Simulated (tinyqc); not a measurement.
Inside a calculation. Method: RHF in the sto-6g basis, for NH3, spin multiplicity 1. One step of it, computed by the program tinyqc.

Task: Iteration 2: diagonalisation and new density. A level shift of 0.5 hartree raises the virtual space: F + shift (S - S D(s) S), with D(s) the density of one spin (D/2). Diagonalise F' = X^T F X, C = X C', fill 5 alpha and 5 beta electrons from the bottom; D = 2 C_occ C_occ^T. Each column has its largest component positive (the first on a tie).

Fock matrix F (hartree):
```
,1N 1s,1N 2s,1N 2px,1N 2py,1N 2pz,2H 1s,3H 1s,4H 1s
1N 1s,-14.065129,-3.464910,-0.002047,0.000000,0.013878,-0.757791,-0.758151,-0.758151
1N 2s,-3.464910,-1.258784,-0.015867,0.000000,0.177618,-0.555446,-0.553767,-0.553767
1N 2px,-0.002047,-0.015867,0.180047,0.000000,0.001676,-0.213706,0.096917,0.096917
1N 2py,0.000000,0.000000,0.000000,0.213726,0.000000,0.000000,-0.218969,0.218969
1N 2pz,0.013878,0.177618,0.001676,0.000000,0.281474,0.139101,0.136545,0.136545
2H 1s,-0.757791,-0.555446,-0.213706,0.000000,0.139101,-0.156223,-0.205436,-0.205436
3H 1s,-0.758151,-0.553767,0.096917,-0.218969,0.136545,-0.205436,-0.154677,-0.178387
4H 1s,-0.758151,-0.553767,0.096917,0.218969,0.136545,-0.205436,-0.178387,-0.154677
```

X:
```
,1N 1s,1N 2s,1N 2px,1N 2py,1N 2pz,2H 1s,3H 1s,4H 1s
1N 1s,1.023265,-0.144430,-0.000002,0.000000,0.008707,0.019423,0.019421,0.019421
1N 2s,-0.144430,1.314514,0.000033,0.000000,-0.099675,-0.274567,-0.274508,-0.274508
1N 2px,-0.000002,0.000033,1.117694,0.000000,-0.000013,-0.263858,0.131901,0.131901
1N 2py,0.000000,0.000000,0.000000,1.117690,0.000000,0.000000,-0.228481,0.228481
1N 2pz,0.008707,-0.099675,-0.000013,0.000000,1.033797,0.093388,0.093363,0.093363
2H 1s,0.019423,-0.274567,-0.263858,0.000000,0.093388,1.195281,-0.043985,-0.043985
3H 1s,0.019421,-0.274508,0.131901,-0.228481,0.093363,-0.043985,1.195222,-0.043972
4H 1s,0.019421,-0.274508,0.131901,0.228481,0.093363,-0.043985,-0.043972,1.195222
```

D after iteration 1:
```
,1N 1s,1N 2s,1N 2px,1N 2py,1N 2pz,2H 1s,3H 1s,4H 1s
1N 1s,2.119530,-0.535054,-0.000920,0.000000,0.017395,0.028842,0.027590,0.027590
1N 2s,-0.535054,2.355326,0.006608,0.000000,-0.085306,-0.098453,-0.093052,-0.093052
1N 2px,-0.000920,0.006608,2.241924,0.000000,-0.003196,-0.244991,0.116323,0.116323
1N 2py,0.000000,0.000000,0.000000,1.681718,0.000000,0.000000,0.209523,-0.209523
1N 2pz,0.017395,-0.085306,-0.003196,0.000000,2.029746,0.037739,0.032744,0.032744
2H 1s,0.028842,-0.098453,-0.244991,0.000000,0.037739,0.031414,-0.008322,-0.008322
3H 1s,0.027590,-0.093052,0.116323,0.209523,0.032744,-0.008322,0.036294,-0.015914
4H 1s,0.027590,-0.093052,0.116323,-0.209523,0.032744,-0.008322,-0.015914,0.036294
```

overlap S:
```
,1N 1s,1N 2s,1N 2px,1N 2py,1N 2pz,2H 1s,3H 1s,4H 1s
1N 1s,1.000000,0.229416,0.000000,0.000000,0.000000,0.049663,0.049652,0.049652
1N 2s,0.229416,1.000000,0.000000,0.000000,0.000000,0.444921,0.444865,0.444865
1N 2px,0.000000,0.000000,1.000000,0.000000,0.000000,0.379165,-0.189550,-0.189550
1N 2py,0.000000,0.000000,0.000000,1.000000,0.000000,0.000000,0.328354,-0.328354
1N 2pz,0.000000,0.000000,0.000000,0.000000,1.000000,-0.153756,-0.153729,-0.153729
2H 1s,0.049663,0.444921,0.379165,0.000000,-0.153756,1.000000,0.174663,0.174663
3H 1s,0.049652,0.444865,-0.189550,0.328354,-0.153729,0.174663,1.000000,0.174615
4H 1s,0.049652,0.444865,-0.189550,-0.328354,-0.153729,0.174663,0.174615,1.000000
```

Give: F' = X^T F X; orbital energies; coefficients C; D after iteration 2.

Result:

F' = X^T F X (hartree):
```
,1,2,3,4,5,6,7,8
1,-13.8109,-1.8712,-0.0002,0.0000,0.0194,-0.1152,-0.1154,-0.1154
2,-1.8712,-0.2216,-0.0190,0.0000,-0.0057,-0.4479,-0.4611,-0.4611
3,-0.0002,-0.0190,0.4249,0.0000,0.0018,-0.4395,0.2198,0.2198
4,0.0000,0.0000,0.0000,0.5625,0.0000,0.0000,-0.5096,0.5096
5,0.0194,-0.0057,0.0018,0.0000,0.3556,0.1794,0.1807,0.1807
6,-0.1152,-0.4479,-0.4395,0.0000,0.1794,0.7050,-0.0859,-0.0859
7,-0.1154,-0.4611,0.2198,-0.5096,0.1807,-0.0859,0.6943,-0.0431
8,-0.1154,-0.4611,0.2198,0.5096,0.1807,-0.0859,-0.0431,0.6943
```

orbital energies (hartree): MO1 -14.0702, MO2 -0.5413, MO3 -0.0761, MO4 0.0431, MO5 0.3078, MO6 1.1616, MO7 1.2032, MO8 1.3759

coefficients C:
```
,MO1,MO2,MO3,MO4,MO5,MO6,MO7,MO8
1N 1s,0.9948,-0.2140,0.0000,0.0043,-0.0873,0.1161,0.1117,0.0000
1N 2s,0.0247,0.7696,0.0000,-0.0163,0.4190,-0.7973,-0.7618,0.0000
1N 2px,0.0002,0.0198,0.0000,0.7242,0.0039,-0.6257,0.6613,0.0000
1N 2py,0.0000,0.0000,0.6223,0.0000,0.0000,0.0000,0.0000,0.9831
1N 2pz,-0.0032,-0.1876,0.0000,0.0085,0.9071,0.3653,0.3366,0.0000
2H 1s,-0.0048,0.1490,0.0000,0.3680,-0.1008,1.1658,-0.2443,0.0000
3H 1s,-0.0046,0.1443,0.4101,-0.1876,-0.0874,0.1598,0.8230,-0.8074
4H 1s,-0.0046,0.1443,-0.4101,-0.1876,-0.0874,0.1598,0.8230,0.8074
```

D after iteration 2:
```
,1N 1s,1N 2s,1N 2px,1N 2py,1N 2pz,2H 1s,3H 1s,4H 1s
1N 1s,2.0864,-0.3537,-0.0024,0.0000,-0.0845,-0.0525,-0.0572,-0.0572
1N 2s,-0.3537,1.5375,0.0100,0.0000,0.4710,0.1327,0.1548,0.1548
1N 2px,-0.0024,0.0100,1.0498,0.0000,0.0119,0.5382,-0.2667,-0.2667
1N 2py,0.0000,0.0000,0.0000,0.7745,0.0000,0.0000,0.5104,-0.5104
1N 2pz,-0.0845,0.4710,0.0119,0.0000,1.7163,-0.2324,-0.2159,-0.2159
2H 1s,-0.0525,0.1327,0.5382,0.0000,-0.2324,0.3356,-0.0774,-0.0774
3H 1s,-0.0572,0.1548,-0.2667,0.5104,-0.2159,-0.0774,0.4637,-0.2089
4H 1s,-0.0572,0.1548,-0.2667,-0.5104,-0.2159,-0.0774,-0.2089,0.4637
```
